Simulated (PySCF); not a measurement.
[C2H5O]-: core ionisation energies

Compound: ethanolate, C2H5O (charge -1).
Cartesian coordinates in Å at the PBE0-D3(BJ)/def2-SVP level; atoms count from 1:
```xyz
8
C2H5O angstrom
C      0.779    0.078    0.024
C     -0.771   -0.067   -0.079
O     -1.357    0.881   -0.741
H      1.274   -0.731    0.605
H      1.208    0.102   -0.995
H      1.016    1.053    0.490
H     -1.091   -0.222    1.035
H     -0.903   -1.160   -0.472
```

The calculation used delta-SCF UKS SCAN, pcX-2 on the ionised atom, pcseg-1 elsewhere, spin-free X2C in PySCF. Each binding energy is the total energy of the core-ionised species, with the hole localised on one atom, minus that of the ground state; both are solved self-consistently, so orbital relaxation is included.

Q: Give the core binding energies atom by atom.

A: 
```json
{"atom(s)": "C1", "bonded to": "C and 3 H", "level": "C 1s", "binding energy (eV)": "284.93", "above the level's lowest (eV)": "0.00", "count": "1"}
{"atom(s)": "C2", "bonded to": "O, C and 2 H", "level": "C 1s", "binding energy (eV)": "285.68", "above the level's lowest (eV)": "+0.75", "count": "1"}
{"atom(s)": "O3", "bonded to": "C", "level": "O 1s", "binding energy (eV)": "528.55", "above the level's lowest (eV)": "0.00", "count": "1"}
```

The listed C 1s values span 0.75 eV, from C1 (bonded to C and 3 H) to C2 (bonded to O, C and 2 H).

Q: What is the longest wavelength that can ionise O 1s of O3 vertically?

A: λ = hc/E = 12398.42 eV Å / 528.55 eV = 23.457 Å.

Q: Express the binding energy of O 1s of O3 in atomic units and per mole.

A: 528.55 eV = 19.4239 Eh = 50997 kJ/mol.

The species carries charge -1, so core ionisation leaves a neutral species. The basis sets have no added diffuse functions. Isolated species at its PBE0-D3(BJ)/def2-SVP geometry, gas phase.
